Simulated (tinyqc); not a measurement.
Worked calculation: FCI on RHF in the sto-6g basis, frozen core, for HF, spin multiplicity 1. One step of it, computed by the program tinyqc.

Question. Orthogonalisation. S = U s U^T; symmetric (Loewdin) form X = U s^(-1/2) U^T, so that X^T S X = 1.

overlap S, lower triangle:
```
           1F 1s     1F 2s    1F 2px    1F 2py    1F 2pz     2H 1s
1F 1s   1.000000
1F 2s   0.232479  1.000000
1F 2px  0.000000  0.000000  1.000000
1F 2py  0.000000  0.000000  0.000000  1.000000
1F 2pz  0.000000  0.000000  0.000000  0.000000  1.000000
2H 1s   0.055255  0.477489  0.000000  0.000000  0.361021  1.000000
```

Give: eigenvalues of S; X.

Answer.

eigenvalues of S: 0.3862  0.8496  1.0000  1.0000  1.1181  1.6462

X, lower triangle:
```
          1F 1s    1F 2s  1F 2px  1F 2py   1F 2pz   2H 1s
1F 1s    1.0222
1F 2s   -0.1308   1.1434
1F 2px   0.0000   0.0000  1.0000
1F 2py   0.0000   0.0000  0.0000  1.0000
1F 2pz  -0.0078   0.0908  0.0000  0.0000   1.0673
2H 1s    0.0220  -0.3198  0.0000  0.0000  -0.2380  1.1862
```
